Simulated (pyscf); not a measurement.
## Substitution at Si: PH₂• + silyl (SiH₃•) → •H₂Si–PH₂ + H atom (H•)

Gas phase, triplet surface, charge 0. Bonds broken: Si3–H5. Bonds formed: P1–Si3. Structures and frequencies: ωB97X-D3(BJ)/def2-SVP in PySCF. MP2 and CC: frozen core, UHF for open shells. ΔMP2 is the change of the MP2 total energy from the triple- to the quadruple-zeta basis.

Transition state (Å):

```xyz
7

P     -0.5812     0.8777     1.0014
H     -0.1932    -0.1350     1.9245
Si    -0.8012    -0.5527    -0.7998
H     -1.9602     0.8522     1.3564
H     -0.4728    -0.9064    -2.4260
H     -1.6654     0.4218    -1.6046
H      0.6908    -0.8943    -0.8449
```

One imaginary mode, 625i cm⁻¹; descent along it reached the two sides named.

```
bond    change  reactant side (Å)  saddle  product side
------  ------  -----------------  ------  ------------
Si3–H5  breaks              1.493   1.696           3.7
P1–Si3   forms                3.7   2.311         2.244
```

Electronic energies relative to the separated reactants (kJ/mol):

```json
[
 {"level": "ωB97X-D3(BJ)/def2-TZVP", "barrier": "94.6", "reaction energy": "+57.7", "reverse barrier": "36.9"},
 {"level": "PBE/def2-TZVP", "barrier": "65.5", "reaction energy": "+63.8", "reverse barrier": "1.7"},
 {"level": "r²SCAN/def2-TZVP", "barrier": "78.1", "reaction energy": "+79.1", "reverse barrier": "-1.0"},
 {"level": "B3LYP-D3(BJ)/def2-TZVP", "barrier": "98.0", "reaction energy": "+84.8", "reverse barrier": "13.2"},
 {"level": "PBE0-D3(BJ)/def2-TZVP", "barrier": "80.9", "reaction energy": "+64.9", "reverse barrier": "16.0"},
 {"level": "M06-2X/def2-TZVP", "barrier": "109.0", "reaction energy": "+78.9", "reverse barrier": "30.0"},
 {"level": "ωB97M-D3(BJ)/def2-TZVP", "barrier": "108.8", "reaction energy": "+77.9", "reverse barrier": "30.9"},
 {"level": "HF/def2-TZVP", "barrier": "203.8", "reaction energy": "+103.0", "reverse barrier": "100.7"},
 {"level": "MP2/def2-QZVPP", "barrier": "118.0", "reaction energy": "+66.5", "reverse barrier": "51.5"},
 {"level": "CCSD/def2-TZVPP", "barrier": "137.3", "reaction energy": "+96.7", "reverse barrier": "40.6"},
 {"level": "CCSD(T)/def2-TZVPP", "barrier": "122.9", "reaction energy": "+88.1", "reverse barrier": "34.7"},
 {"level": "CCSD(T)/def2-TZVPP + ΔMP2(QZVPP)", "barrier": "116.4", "reaction energy": "+84.3", "reverse barrier": "32.1"}
]
```

With CCSD(T)/def2-TZVPP + ΔMP2(QZVPP) energies and thermal terms (ideal gas, 1 atm, RRHO with modes under 100 cm⁻¹ raised to 100, one conformer, R ln 2 for rigid chiral ones), in kJ/mol:

| T (K) | ΔH‡ | ΔG‡ | ΔH | ΔG |
|---|---|---|---|---|
| 298 | 109.3 | 149.5 | +79.1 | +89.1 |
| 600 | 112.1 | 189.3 | +84.0 | +97.5 |
| 900 | 116.0 | 227.0 | +89.3 | +103.0 |
| 1200 | 119.8 | 263.5 | +94.2 | +106.9 |

At r²SCAN this geometry lies under the product side: in single points on another level's saddle the reverse barrier vanishes, and the forward threshold there is about the reaction energy. PH₂• + SiH₃• also meet on a surface of lower spin, which isn't treated here. •H₂Si–PH₂ + H• also meet on a surface of lower spin, which isn't treated here. •H₂Si–PH₂ lies 30.3 kJ/mol over its isomer H₃Si–PH•, and others may lie lower still (electronic energy, ωB97M-D3(BJ)). This is the saddle that the search found; another between the same sides may lie lower. The angle at the attacked Si is 149°. The CCSD(T) − MP2 part came from Ansatz, without density fitting, on the same reference.
